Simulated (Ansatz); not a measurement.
A run on CH5NSi, SMILES `C1N[SiH2]1` with other settings.

```yaml
crystal:
  periodic: [false, false, false]
  atoms:
    - {symbol: C, position_ang: [-0.618133, 0.324524, -0.625261]}
    - {symbol: N, position_ang: [-0.313857, 0.577719, 0.815229]}
    - {symbol: Si, position_ang: [0.569076, -0.779196, 0.221784]}
    - {symbol: H, position_ang: [-1.653817, 0.058637, -0.819449]}
    - {symbol: H, position_ang: [-0.215815, 1.030645, -1.350992]}
    - {symbol: H, position_ang: [0.092544, 1.476125, 1.029444]}
    - {symbol: H, position_ang: [2.003297, -0.648989, -0.125075]}
    - {symbol: H, position_ang: [0.228904, -2.096663, 0.798418]}
basis:
  gaussian: {orbitals: def2-SVPD}
magnetization: {spin_polarized: true, initial_magnetization: 0}
hamiltonian: {xc: {name: HF}}
correlation: {active_space: {window: {electrons: 40, orbitals: 30}}}
scf: {lower_state_search: off}
output: {forces: true}
```

```sh
$ ansatz run in.yaml --threads 2 --pin off --events-out ev --progress --plain --max-ram 4352MiB
```

Output, abridged:

```
Error: invalid value for `correlation.active_space`: it starts from restricted Hartree–Fock orbitals; set hamiltonian.xc: hf without magnetization.spin_polarized
```
